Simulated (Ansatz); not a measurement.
The same path of BCl2H + H (5 atoms, charge 0, multiplicity 2) was run twice with different band settings. Lost on the way: B1–H2. Made: H2–H5.

The calculation used Ansatz 0.2.0, UKS PBE0-D4/cc-pVDZ.

Relaxed end points:

```xyz
5
Properties=species:S:1:pos:R:3
B 0.000 0.000 -0.324
H 0.000 -0.001 0.874
Cl 1.514 0.000 -1.190
Cl -1.514 0.000 -1.190
H 0.000 0.001 3.810
```

```xyz
5
Properties=species:S:1:pos:R:3
B 0.000 0.000 -0.660
H 0.000 0.000 2.404
Cl 1.535 0.000 -1.465
Cl -1.535 0.000 -1.465
H 0.000 0.000 3.167
```

Common settings: movable images 5; climbing image yes; spring 5.0 eV/Å²; optimiser quadratic models (default); force threshold 0.05 eV/Å; iteration limit 60; end points relaxed.

| run | start path |
| --- | --- |
| 1 | through a guess of the saddle point |
| 2 | straight line |

Question: What does each run give, and how far can it be trusted?

Answer: Run 1: converged after 33 iterations, highest image 0.321 eV above the first end. A vibrational analysis at the climbing image gives 2 clearly imaginary modes (911i, 41i cm⁻¹): a point of higher order, so a lower path passes nearby.
Run 2: converged after 32 iterations, highest image 0.261 eV above the first end. The order of the stationary point at the top wasn't checked.
